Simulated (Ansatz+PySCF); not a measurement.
Two shapes of doublet CH4P.

Shape 1:

```xyz
6

C    -0.0394    0.0000   -0.8284
P     0.5483    0.0000    0.8548
H    -0.0514    0.9240   -1.3937
H    -0.0514   -0.9240   -1.3937
H    -0.2031   -1.0228    1.3805
H    -0.2031    1.0228    1.3805
```

Shape 2:

```xyz
6

C    -0.0339    0.0000   -0.8322
P     0.5538    0.0000    0.8510
H    -0.0459    0.9240   -1.3975
H    -0.0459   -0.9240   -1.3975
H    -0.2140   -1.0451    1.3881
H    -0.2140    1.0451    1.3881
```

Basis set: cc-pVTZ on H, C; cc-pV(T+d)Z on P (spherical functions). Frozen core: 6 orbitals. Correlation on ROHF uses semicanonical orbitals with singles. Charge 0, multiplicity 2.

Computed with Ansatz (development build ahead of 0.2.0) and PySCF 2.14.0; each method stands on the lowest determinant of its kind that the runs found.

Problem. Which shape is lower in energy, and by how much in each method?

Solution.

```tsv
method	E(2) − E(1) (eV)
ROHF	-0.024
UHF	-0.024
ROHF-MP2	-0.027
UHF-MP2	-0.027
ROHF-CCSD(T)	-0.035
```

Shape 2 is lower.
